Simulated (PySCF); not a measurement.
CH4O, SMILES CO. The structure is a stationary point at PBE-D3(BJ)/def2-TZVP.

Computed equilibrium geometry at PBE-D3(BJ)/def2-TZVP (PySCF confirms it by a frequency run) as Cartesian coordinates in Å, and its point group:
point group Cs.
```xyz
6

C     -0.0200    -0.6663     0.0000
O      0.1230     0.7525     0.0000
H     -0.5460    -1.0383     0.8979
H      0.9946    -1.0855     0.0000
H     -0.5460    -1.0383    -0.8979
H     -0.7673     1.1399     0.0000
```
